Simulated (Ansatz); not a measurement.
System: litharge PbO. Method: PBE-D4 in Ansatz (plane waves, PAW).

Numerical settings: plane-wave cutoff 520 eV, 10×10×8 k mesh (along the axes of the cell as run), Fermi–Dirac smearing 0.01 eV, scalar-relativistic PAW data made under PBE.

Starting structure:

```xyz
4
Lattice="3.9800 0.0000 0.0000 0.0000 3.9800 0.0000 0.0000 0.0000 5.0200" Properties=species:S:1:pos:R:3 pbc="T T T"
Pb     1.9900     0.0000     3.8403
Pb     0.0000     1.9900     1.1797
O      1.9900     1.9900     0.0000
O      0.0000     0.0000     0.0000
```

Problem. Into what structure does the relaxation of cell and atoms lead at this level, with the symmetry of the start kept?

Solution. The volume rises by 1.5 %; final space group P4/nmm.
```xyz
4
Lattice="4.0367 0.0000 0.0000 0.0000 4.0367 0.0000 0.0000 0.0000 4.9542" Properties=species:S:1:pos:R:3 pbc="T T T"
Pb     2.0183     0.0000     3.7683
Pb     0.0000     2.0183     1.1859
O      2.0183     2.0183     0.0000
O      0.0000     0.0000     0.0000
```

Note: a distance lies near a switch of the dispersion term, which can move the cell.

Ansatz is a program for electronic structure.
